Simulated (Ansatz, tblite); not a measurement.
Spin states of LiSi2, each relaxed with PBE-D4/def2-TZVP in Ansatz. Electronic energies in the gas phase.

The xTB rows come from tblite. Correlated methods freeze 10 core orbitals; core or outer-core shells of Li are correlated, in sets that lack core-valence functions. The structure comes from a short search, and lower isomers may exist.

Doublet geometry (C2v within 0.1 Å):

```tsv
atom	x (Å)	y (Å)	z (Å)
Li1	-0.267	-0.977	-1.173
Si2	-0.899	0.723	0.627
Si3	1.166	0.254	0.547
```

Quartet geometry (C2v within 0.1 Å):

```csv
atom,x (Å),y (Å),z (Å)
Li1,-0.876,0.533,1.113
Si2,0.215,0.677,-1.184
Si3,0.660,-1.210,0.071
```

⟨S²⟩: doublet 0.76 at PBE0-D4/def2-TZVP (pure 0.75), quartet 3.76 at PBE0-D4/def2-TZVP (pure 3.75).

Run but left out: HF/STO-3G, HF/def2-TZVP, HF/def2-TZVPP, MP2/def2-TZVP, MP2/def2-TZVPP, CCSD/def2-TZVPP, CCSD(T)/def2-TZVPP (doublet: ⟨S²⟩ 1.42 to 1.51, where a pure state has 0.75).

Only these spin states were relaxed.

Question: Estimate which spin state lies lowest at each of these levels, and by how much: GFN1-xTB; GFN2-xTB; LDA (SPW92)/def2-TZVP; PBE-D4/def2-TZVP; revPBE-D4/def2-TZVP; r2SCAN-D4/def2-TZVP; B97M-V/def2-TZVP; PBE0-D4/def2-TZVP; CAM-B3LYP-D4/def2-TZVP; ωB97M-V/def2-TZVP; RPA@PBE/def2-TZVP.

Answer: 
| level | quartet − doublet (kJ/mol) | lowest of these |
| --- | --- | --- |
| GFN1-xTB | 154.8 | doublet |
| GFN2-xTB | 120.1 | doublet |
| LDA (SPW92)/def2-TZVP | 158.3 | doublet |
| PBE-D4/def2-TZVP | 140.0 | doublet |
| revPBE-D4/def2-TZVP | 135.9 | doublet |
| r2SCAN-D4/def2-TZVP | 137.6 | doublet |
| B97M-V/def2-TZVP | 143.6 | doublet |
| PBE0-D4/def2-TZVP | 132.5 | doublet |
| CAM-B3LYP-D4/def2-TZVP | 134.1 | doublet |
| ωB97M-V/def2-TZVP | 144.6 | doublet |
| RPA@PBE/def2-TZVP | 147.2 | doublet |

Change of the quartet − doublet gap on mixing in exact exchange, in kJ/mol: PBE to PBE0 (25 % exact exchange) -7.5. The xTB methods have no spin-polarisation term.
